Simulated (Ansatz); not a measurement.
Geometry optimisation, RKS LDA/6-31G* in Ansatz 0.2.0.

input.yaml

```yaml
crystal:
  periodic: [false, false, false]
  atoms:
    - { symbol: Si, position_ang: [0.424572, -0.233906, -0.491546] }
    - { symbol: O, position_ang: [-0.675388, -0.443013, 2.15956] }
    - { symbol: H, position_ang: [-1.028092, -1.281722, 2.521025] }
    - { symbol: H, position_ang: [1.166116, -0.086467, -1.796376] }
    - { symbol: H, position_ang: [0.446794, 1.105024, 0.183598] }
    - { symbol: H, position_ang: [-0.994679, -0.599713, -0.805843] }
    - { symbol: Si, position_ang: [1.36675, -1.836554, 0.776674] }
    - { symbol: H, position_ang: [0.393301, -2.886532, 1.238693] }
    - { symbol: H, position_ang: [2.462924, -2.581377, 0.054049] }
    - { symbol: H, position_ang: [2.034559, -1.277161, 2.010413] }
    - { symbol: H, position_ang: [0.190742, -0.327478, 2.631353] }
basis:
  gaussian: { orbitals: "6-31G*" }
hamiltonian:
  xc: lda
relax:
  f_tol: 0.03
  max_steps: 50
```

Command:

```bash
$ ansatz run input.yaml --threads 1 --pin off --max-ram 2048MiB --backend cpu --events-out ev --progress --plain --runs-dir out
```

Where does it end, and by what steps?

The forces met the threshold. The force dipped under the threshold on the way, but the program's further checks kept it going. After 8 steps the energy has fallen by 0.067 eV; H11 moved furthest, 0.27 Å.

| step | energy less start (eV) | largest force component (eV/Å) | accepted |
| --- | --- | --- | --- |
| 0 | 0.0000 | 0.736 | yes |
| 1 | -0.0248 | 1.066 | yes |
| 2 | -0.0374 | 0.314 | yes |
| 3 | -0.0421 | 0.493 | yes |
| 4 | -0.0625 | 0.204 | yes |
| 5 | -0.0667 | 0.031 | yes |
| 6 | -0.0673 | 0.005 | yes |
| 7 | -0.0674 | 0.064 | yes |
| 8 | -0.0675 | 0.021 | yes |

```xyz
11
Properties=species:S:1:pos:R:3
Si 0.404 -0.224 -0.458
O -0.658 -0.408 2.072
H -1.042 -1.283 2.290
H 1.010 -0.147 -1.839
H 0.586 1.124 0.172
H -1.055 -0.520 -0.640
Si 1.448 -1.882 0.787
H 0.472 -2.937 1.239
H 2.537 -2.614 0.044
H 2.095 -1.322 2.027
H -0.010 -0.236 2.787
```

The run took 15 s on 1 thread of Arm Neoverse V2, on a shared host, peak memory 0.11 GiB.
